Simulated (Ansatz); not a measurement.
# NO+ (triplet): from Hartree-Fock to the top rungs, def2-TZVPP

One table from this session's results is given with a row withheld; the runs are named, their logs left out.

The runs use Ansatz 0.2.0, Gaussian basis; def2-TZVPP, core rule «outside noble gas», up to 2 orbitals frozen.

Plan: UHF; ROHF; CCSD(T) on UHF.

2 further runs of the same task are left out: 2 set aside as unsound or not needed.

**The geometry**

The geometry is a PBE0/def2-TZVP stationary point (not a proven minimum) of the parent state, kept for this charge and spin.

2 atoms, charge 1, spin multiplicity 3.

Atoms are counted from 1 here; the program's logs count them from 0.

Bond lengths: N1–O2 1.054 Å.

The first run:

File in.yaml:

```yaml
crystal:
  periodic: [false, false, false]
  atoms:
    - {symbol: N, position_ang: [0.000000, 0.000000, 0.000000]}
    - {symbol: O, position_ang: [0.000000, 0.000000, 1.053700]}
basis:
  gaussian: {orbitals: def2-TZVPP}
total_charge: 1
magnetization: {spin_polarized: true, initial_magnetization: 2}
hamiltonian: {xc: hf}
output: {orbitals: {seedname: orbitals}}
```

On the command line:

```sh
> ansatz run in.yaml --threads 1 --pin off --events-out ev --progress --plain --max-ram 2816MiB --backend cpu
```

Steps of the session up to this table: UHF; ROHF; CCSD(T) on UHF.

One of the session's tables, all rows but one given; the rest of the session is left out.

It belongs to the step «Misses and costs». 

```
  method  from UCCSD(T) (kcal/mol)
    ROHF                   +239.98
     UHF                         ?
    UMP2                    +28.47
   UCCSD                     +9.37
UCCSD(T)                         0
```

**Question.** Estimate the row for UHF.

**Answer.** from UCCSD(T) (kcal/mol): +228.05. In the column «from UCCSD(T) (kcal/mol)» it lies between UMP2 (+28.47) and ROHF (+239.98).
